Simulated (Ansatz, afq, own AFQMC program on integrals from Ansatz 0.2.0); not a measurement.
# CH₂O, singlet → CH2O⁺, doublet

```yaml
atoms:
  - { symbol: C, position_ang: [0.0010, 0.0008, 0.0012] }
  - { symbol: O, position_ang: [0.6965, 0.5477, 0.8062] }
  - { symbol: H, position_ang: [-0.5500, 0.5605, -0.7970] }
  - { symbol: H, position_ang: [-0.1476, -1.1091, -0.0103] }
```

Connectivity, by distances: CH2–O.

E(doublet, charge +1) − E(singlet, charge +0) at this geometry, on RHF and UHF determinants.

Basis def2-TZVP. Noble-gas cores (and the filled d shells of Ga–Kr and In–Xe) are frozen. AFQMC by an in-house program on the Cholesky factors that Ansatz 0.2.0 writes for its CCSD(T) run. ph-AFQMC/CISD is guided by a CISD state made of CCSD amplitudes; releasing the constraint for a short imaginary time cuts its bias at the price of noise, slowly where states lie close. Error bars are statistical, one sigma. The errors of all members are added in quadrature.

No full CI on the walks' own integrals is used here; CCSDT(Q) serves as the reference and is uncertain by about the last step of the cluster series. Each member takes its own surest rung, up to full CI.

The best estimate is CCSD(T) at the basis-set limit (CBS: def2-TZVPP and def2-QZVPP, with their diffuse functions for anions and beside diffuse sets, CCSD(T) itself extrapolated) plus the step from CCSD(T) to CCSDT(Q) in def2-TZVP. Rows without CBS are in def2-TZVP; B2PLYP and the wave-function rows carry a basis error of their own. Core correlation and relativity beyond core potentials are missing, and ± holds the sampling alone.

| level | vertical ionization energy (kJ/mol) |
| --- | --- |
| PBE | 1033.0 |
| B2PLYP | 1047.5 |
| HF | 913.2 |

Problem. From these cheaper values, estimate the vertical ionization energy at the level of the best estimate.

Solution. 1058.5 kJ/mol (best estimate, highest rung CCSDT(Q)).

| level | vertical ionization energy (kJ/mol) | error against the best estimate (kJ/mol) |
| --- | --- | --- |
| MP2 | 1084.8 | 26.3 |
| CCSD | 1036.5 | -22.0 |
| CCSD(T) | 1042.4 | -16.1 |
| CCSDT | 1040.0 | -18.5 |
| CCSDT(Q) | 1040.3 | -18.3 |
| ph-AFQMC/CISD | 1041.0 ± 0.9 | -17.6 ± 0.9 |
| released AFQMC | 1040.5 ± 1.2 | -18.0 ± 1.2 |
| HF/CBS | 913.7 | -144.8 |
| MP2/CBS | 1104.6 | 46.0 |
| CCSD(T)/CBS | 1060.7 | 2.1 |
| r2SCAN | 1028.0 | -30.5 |
| PBE0 | 1037.0 | -21.5 |
| B3LYP | 1048.0 | -10.6 |
| wB97M-V | 1043.5 | -15.0 |

Correlation beyond CCSD(T) takes off 2.1 kJ/mol. Going to the basis-set limit adds 18.3 kJ/mol at CCSD(T). The perturbative (T) step is worth +5.9 kJ/mol. The functionals spread over 19.9 kJ/mol; B3LYP and B2PLYP come nearest and r2SCAN is 30.5 kJ/mol too low.

Best estimates are given only where the step beyond CCSD(T) is under 0.3 eV and no member's determinant is very poor (T1 over 0.05, or 0.07 for open shells, ⟨S²⟩ too high by 0.3, two states mixed), so the hardest cases are missing from such tables.

The functionals ran in a triple-zeta set and keep a basis error of their own, a few kJ/mol for each bond in atomization energies and more for double hybrids, so close places among them and the extrapolated levels can swap.

CCSDT and higher add their correlation energy to the determinant of the CCSD(T) run, since their own runs factorise the integrals more tightly (a shift of under 2 meV). Each member of a difference takes its own highest rung, so a best estimate needn't equal the limit plus the step of one row. A walk keeps the symmetry of its determinant, which the program's search chose and which needn't be the lowest solution, so a lower state of the same spin and another symmetry isn't excluded. Released energies are given only where the last usable release times agree within the noise; a slower fall can still hide under it.
